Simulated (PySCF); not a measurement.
## Vibration and rotation of SiO⁺

UHF-CCSD(T) constants of SiO⁺, ²Σ⁺ (doublet), unpaired electrons σ ↑ (basis Si def2-TZVPPD, O def2-TZVPPD; no relativity; PySCF 2.14; masses 27.9769 and 15.9949 u):

```
ωe              : 1131.8 cm⁻¹
ωexe            : 6.95 cm⁻¹
Be              : 0.70595 cm⁻¹
αe              : 0.00553 cm⁻¹
D (centrifugal) : 1.1e-06 cm⁻¹
De to Si⁺ + O   : 4.56 eV
```

Give the vibrational terms G(v) and spacings up to v = 6.

G(v) = ωe(v+½) − ωexe(v+½)².

| v | G(v) (cm⁻¹) | G(v) − G(v−1) | Bv (cm⁻¹) |
| --- | --- | --- | --- |
| 0 | 564 |  | 0.7032 |
| 1 | 1682 | 1118 | 0.6977 |
| 2 | 2786 | 1104 | 0.6921 |
| 3 | 3876 | 1090 | 0.6866 |
| 4 | 4952 | 1076 | 0.6811 |
| 5 | 6015 | 1062 | 0.6755 |
| 6 | 7063 | 1048 | 0.6700 |

How well does the Morse estimate ωe²/(4ωexe) reproduce De, and what is D0?

It gives 5.71 eV, 125 % of the computed De. D0 = De − G(0) = 4.56 − 0.07 = 4.49 eV.

Correlated steps freeze 6 core orbitals. For an ion De counts to the pair picked by the measured ionisation energies or electron affinities, which need not be the lowest pair at this level. The CCSD T1 diagnostic is raised, a sign that a single reference may not be enough here. The state was picked by a PBE0 search and need not be the measured ground state.
